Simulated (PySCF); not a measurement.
## Argon: highly charged ions in a basis for the neutral atom

Ar⁸⁺ [Ne], Ar⁹⁺ [He] 2s2 2p5. Computed with PySCF 2.14 in cc-pVDZ-DK, with scalar relativity by spin-free X2C-1e. No spin-orbit coupling, so a gap to NIST mixes the basis error with missing relativistic terms.

Changed run: basis of the neutral atom used for a highly charged ion. This setting is unsound on purpose.

```tsv
species	method	sound run (hartree)	changed run (hartree)	converged
Ar⁸⁺	UHF	not run	-507.72023	yes
Ar⁸⁺	BP86	not run	-508.16089	yes
Ar⁸⁺	M06-L	not run	-508.19586	yes
Ar⁹⁺	UHF	not run	-492.12008	yes
Ar⁹⁺	BP86	not run	-492.51876	yes
Ar⁹⁺	M06-L	not run	-492.54011	yes
```

Ionisation energy of Ar⁸⁺:

| method | changed run (eV) | NIST (eV) |
| --- | --- | --- |
| UHF | 424.50 | 422.6 ± 0.06 |
| BP86 | 425.64 | 422.6 ± 0.06 |
| M06-L | 426.01 | 422.6 ± 0.06 |

The contracted functions were made for the neutral atom and can be too rigid for a highly charged ion.
